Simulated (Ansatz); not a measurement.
## A basis-limit estimate, worked out

The pair of H2S (SMILES S, atoms 1–3) and SiNH5 (SMILES [SiH3]N, atoms 4–10), both closed shells, in one local arrangement (a lower one may exist), relaxed at PBE0-D4/def2-TZVP:

```xyz
10
angstrom
S 0.4764 0.8408 -2.7706
H -0.0581 0.2237 -1.6908
H 1.7275 0.5227 -2.4067
Si 0.0574 0.1542 1.3887
N -0.8010 -0.7194 0.1629
H 1.5059 0.0507 1.0786
H -0.3952 1.5651 1.3246
H -0.1486 -0.3406 2.7808
H -1.8036 -0.6092 0.1213
H -0.5606 -1.6880 0.0110
```

Both fragments are computed in the basis of the whole pair.

Computed with Ansatz 0.2.0 (basis: def2-TZVPPD and def2-QZVPPD); correlated methods freeze the cores.

Energies in eV:

| quantity | pair | first fragment | second fragment |
| --- | --- | --- | --- |
| Hartree–Fock, triple zeta (X = 3) | -20274.08077 | -10849.40563 | -9424.68813 |
| Hartree–Fock, quadruple zeta (X = 4) | -20274.70213 | -10849.70568 | -9425.00985 |
| MP2 correlation, X = 3 | -15.02862 | -5.24702 | -9.65319 |
| MP2 correlation, X = 4 | -16.08720 | -5.65385 | -10.29408 |
| CCSD(T) correlation, X = 3 | -17.07997 | -6.13312 | -10.83250 |

(1) Work out the interaction energy at the basis limit: extrapolate Hartree–Fock as E(X) = E∞ + A exp(−7.88 √X) and the MP2 correlation as E(X) = E∞ + B X^−2.97 (the exponents that Neese and Valeev fitted for def2-TZVPP and QZVPP, reused here for the diffuse sets), then add CCSD(T) − MP2 in triple zeta.

T1 diagnostic: at most 0.011.

Results:

(1) Each step is linear, so take the differences first (pair − first fragment − second fragment): Hartree–Fock 0.01299 (X = 3) and 0.01340 (X = 4); MP2 correlation -0.12841 and -0.13927; CCSD(T) correlation -0.11435.
Two points give E∞ = E(4) + w [E(4) − E(3)], with w = 1/(exp(7.88 (2 − √3)) − 1) = 0.1377 for Hartree–Fock and w = 1/((4/3)^2.97 − 1) = 0.7407 for the correlation.
Hartree–Fock: 0.01340 + 0.1377 × 0.00041 = 0.0135 eV.
MP2 correlation: -0.13927 + 0.7407 × (-0.01086) = -0.1473 eV.
CCSD(T) − MP2: -0.11435 − (-0.12841) = 0.0141 eV.
Sum: 0.0135 + (-0.1473) + 0.0141 = -0.1197 eV, or -2.76 kcal/mol. Plain CCSD(T) in triple zeta gives -0.1014 eV, so the larger basis shifts the result by -0.0183 eV.

For scale, one of the runs: CCSD(T)/def2-TZVPPD, 255 basis functions, launched by `ansatz run in.yaml --threads 4 --pin off --events-out ev --progress --plain --max-ram 9574MiB`. Time: 55 s of wall clock on 4 CPU threads of an Intel Xeon Platinum 8259CL; the host was shared. Peak host memory: 5.3 GiB.
